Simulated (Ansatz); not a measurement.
Results of PBE-D4 (Ansatz, a quantum-chemistry and plane-wave program, plane waves, PAW) for rock-salt MgS.

Run with plane-wave cutoff 500 eV, 14×14×14 k mesh, gaussian smearing 0.02 eV, scalar-relativistic PAW data made under PBE.

Cell (relaxed at this level):

```cif
data_Mg4S4
_chemical_formula_sum 'Mg4 S4'
_space_group_name_H-M_alt 'Fm-3m'
_space_group_IT_number 225
_space_group_name_Hall '-F 4 2 3'
_cell_length_a 5.17117
_cell_length_b 5.17117
_cell_length_c 5.17117
_cell_angle_alpha 90.000
_cell_angle_beta 90.000
_cell_angle_gamma 90.000
loop_
_atom_site_label
_atom_site_type_symbol
_atom_site_symmetry_multiplicity
_atom_site_Wyckoff_symbol
_atom_site_fract_x
_atom_site_fract_y
_atom_site_fract_z
_atom_site_occupancy
Mg1 Mg 4 a 0.00000 0.00000 0.00000 1
S1 S 4 b 0.50000 0.50000 0.50000 1
```
(The calculation used a cell of 2 atoms; values per cell refer to that cell.)

**Question.** Predict the band gap.

**Answer.** 
- band gap = 2.83 eV (on the SCF k mesh)
